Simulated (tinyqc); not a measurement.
Worked calculation: CID on RHF in the sto-3g basis, frozen core, for LiH, spin multiplicity 1. One step of it, computed by the program tinyqc.

Problem. CID: determinants and Hamiltonian. Slater-Condon rules over spin orbitals, with the nuclear repulsion and the energy of the frozen orbital added and E(HF) subtracted on the diagonal. Only determinants linked to the reference directly or through others are kept (one block of an abelian symmetry group), so some states are absent.

one-electron integrals dressed by the frozen orbital, h + 2 (pq|11) - (p1|1q) (hartree), lower triangle:
```
           2          3          4          5          6
2  -0.714215
3   0.055773  -0.338628
4   0.000000   0.000000  -0.320733
5   0.000000   0.000000   0.000000  -0.320733
6  -0.112103   0.069506   0.000000   0.000000  -0.299716
```

energy of the frozen orbital, 2 h_11 + (11|11) = -7.67086438 hartree

Two-electron integrals over orbitals (pq|rs), unique and non-zero (hartree); the lowest 1 orbital is frozen and left out:
```
(22|22) 0.461923    (32|22) -0.055773   (32|32) 0.018168    (33|22) 0.215222
(33|32) 0.012426    (33|33) 0.332169    (42|42) 0.021703    (43|42) 0.019879
(43|43) 0.041333    (44|22) 0.252379    (44|32) 0.010780    (44|33) 0.280609
(44|44) 0.312946    (52|52) 0.021703    (53|52) 0.019879    (53|53) 0.041333
(54|54) 0.016869    (55|22) 0.252379    (55|32) 0.010780    (55|33) 0.280609
(55|44) 0.279207    (55|55) 0.312946    (62|22) 0.112103    (62|32) -0.040672
(62|33) -0.018248   (62|44) -0.031879   (62|55) -0.031879   (62|62) 0.128718
(63|22) -0.055089   (63|32) 0.014390    (63|33) 0.036295    (63|44) 0.006034
(63|55) 0.006034    (63|62) -0.036613   (63|63) 0.028937    (64|42) -0.018945
(64|43) -0.012623   (64|64) 0.019596    (65|52) -0.018945   (65|53) -0.012623
(65|65) 0.019596    (66|22) 0.433987    (66|32) -0.047598   (66|33) 0.239077
(66|44) 0.261658    (66|55) 0.261658    (66|62) 0.109215    (66|63) -0.045808
(66|66) 0.431968
```

nuclear repulsion = 0.80381348 hartree

Hartree-Fock energy = -7.83355717 hartree

Give: determinants; H - E(HF) between determinants.

Solution.

Occupation strings over the orbitals (2 doubly, a alpha, b beta, 0 empty; spin orbitals ordered 1a 1b 2a 2b ...): 220000 202000 20a00b 200200 200020 20b00a 200002

H - E(HF) between determinants (hartree), lower triangle:
```
         220000   202000   20a00b  200200  200020   20b00a  200002
220000   0.0000
202000   0.0182   0.6214
20a00b  -0.0407   0.1058   0.5672
200200   0.0217   0.0413  -0.0126  0.6380
200020   0.0217   0.0413  -0.0126  0.0169  0.6380
20b00a   0.0407  -0.1058  -0.0289  0.0126  0.0126   0.5672
200002   0.1287   0.0289   0.0237  0.0196  0.0196  -0.0237  0.7990
```
